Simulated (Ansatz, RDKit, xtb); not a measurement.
# C5H9F: ranking a sample of isomers

Which of a sample of isomers of C5H9F is the most stable in the gas at 298.15 K, and what are its properties? The sample is small against all isomers, and the most stable one of this formula need not be in it.

The funnel: GFN2-xTB relaxations, single points with a density functional, relaxations at B3LYP-D3(BJ)/def2-SVP, harmonic vibrations (at GFN2-xTB), and a last energy at a higher level. All values are calculated.

**1. Possible bonding patterns**

Isomers were taken from a list of plausible structures; this is a sample, not all of them. That gives 5 candidates.

```tsv
label	SMILES	spin
c233	C[C@@H]1CC[C@@H]1F	singlet
c311	C[C@@H]1CC[C@H]1F	singlet
c687	C[C@H]1C[C@@H](F)C1	singlet
c872	C[C@H]1C[C@H](F)C1	singlet
c899	CC1(F)CCC1	singlet
```

Candidates are built by distance geometry, with a force field where one applies, in up to four conformers (letters a to d).

Q: Predict the outcome of this search (final energies at CCSD(T)/def2-SVP + MP2/def2-TZVPP - MP2/def2-SVP).

| quantity | value |
| --- | --- |
| lowest structure found | CC1(F)CCC1, singlet |
| next finalist | C[C@@H]1CC[C@H]1F, singlet, 2.9 kcal/mol higher in G |
| share at equilibrium, among the finalists | 98.5 % |

The lowest structure found is `CC1(F)CCC1`. The margin, 2.9 kcal/mol, is modest. GFN2-xTB, HF/STO-3G, r2SCAN-D4/def2-SVP, B3LYP-D3(BJ)/def2-SVP, HF/def2-SVP and MP2/def2-SVP already put its bonding pattern lowest among the structures in one piece. The search is not exhaustive (a finite list of starts, one conformer a finalist), so a lower isomer can't be ruled out. Only 5 drawn patterns were tried, so whole families of isomers are missing, and the result ranks this sample alone. The lowest isomer need not be the one that is made and kept in a bottle, which depends on barriers.
